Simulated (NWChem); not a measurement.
A calculation on propene (C3H6)

```xyz
9

C      0.2514     1.2161     0.0000
C     -0.4594    -0.0966     0.0000
C      0.1256    -1.2953     0.0000
H     -0.0241     1.8172    -0.8830
H     -0.0241     1.8172     0.8830
H      1.3441     1.0885     0.0000
H     -1.5565    -0.0506     0.0000
H      1.2160    -1.3996     0.0000
H     -0.4609    -2.2178     0.0000
```
Charge 0, spin multiplicity 1.

All runs are NWChem calculations. All single points use one geometry, from PBE0/def2-SVP, a minimum by its harmonic frequencies.

Symmetry labels belong to the abelian group Cs used in the runs, with the axes of the coordinates shown.

B3LYP has NWChem's definition, with VWN1-RPA local correlation.

**Question.** List the lowest 6 singlet excitations that TD-B3LYP/def2-SVP, VWN1-RPA local correlation gives, with oscillator strengths.

**Answer.** 
| state | symmetry | energy (eV) | wavelength (nm) | f |
|---|---|---|---|---|
| 1 | a' | 7.79 | 159 | 0.451 |
| 2 | a" | 7.85 | 158 | 0.001 |
| 3 | a" | 8.26 | 150 | 0.000 |
| 4 | a" | 8.39 | 148 | 0.000 |
| 5 | a" | 8.80 | 141 | 0.009 |
| 6 | a" | 9.07 | 137 | 0.002 |
